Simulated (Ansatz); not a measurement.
## What a trial cell of Ca3H relaxes into

Level of theory: DFT PBE, scalar-relativistic, plane waves, PAW in Ansatz 0.2.0. Cutoff 420 eV, Γ-centred k mesh, Gaussian smearing, no spin polarisation in the final step.

The start puts Ca3H on the TiAl3 (D0_22) structure type (I4/mmm, No. 139), with H in place of Ti, Ca in place of Al, at a guessed volume.

```
Ca H
1.0
    -2.16838    2.16838    4.84366
     2.16838   -2.16838    4.84366
     2.16838    2.16838   -4.84366
Ca H
3 1
Direct
  0.50000 0.50000 0.00000
  0.25000 0.75000 0.50000
  0.75000 0.25000 0.50000
  0.00000 0.00000 0.00000
```

Cell and atoms relax at zero pressure; the relaxation can't lower the symmetry of the start. After a coarse first stage the cell is made exact in the group found at 0.06 Å.

The zero of energy is the elements' standard structures at the same level (H₂ as a molecule); no fitted shifts are applied.

Q: Describe the relaxed structure.

A: It keeps I4/mmm (No. 139). The result has the TiAl3 (D0_22) structure. Conventional cell: a = 4.799 Å, c = 11.925 Å. Ca on Wyckoff site b (1 atom of the primitive cell) has 4 H at 3.39 Å and 8 Ca at 3.83 Å; around Ca on Wyckoff site d (2 atoms of the primitive cell) lie 4 Ca at 3.39 Å, 4 Ca at 3.83 Å and 4 H at 3.83 Å; around H lie 4 Ca at 3.39 Å and 8 Ca at 3.83 Å.

Space group I4/mmm (No. 139). a = 4.799 Å, b = 4.799 Å, c = 11.925 Å, α = 90.00°, β = 90.00°, γ = 90.00°
| atom | site | symmetry | x | y | z |
| --- | --- | --- | --- | --- | --- |
| Ca | 2b | 4/mmm | 0.5000 | 0.5000 | 0.0000 |
| Ca | 4d | -4m2 | 0.5000 | 0.0000 | 0.2500 |
| H | 2a | 4/mmm | 0.0000 | 0.0000 | 0.0000 |

Q: What are its volume, energy, density and gap?

A: The volume per atom is 34.34 Å³ and the density is 1.47 g/cm³. The energy over the elements is 0.45 eV/atom. The gap on the 14×14×14 mesh is 0 eV (a metal).

The final run used a 14×14×14 mesh on its 4-atom cell and 0.10 eV smearing. The k mesh leaves about 4 meV/atom of noise in metals. Symmetry constrained the relaxation, so the result can be a saddle point.

Cost: 3 runs of about 2.7 core-minutes in all, on Arm Neoverse V1 (shared hosts).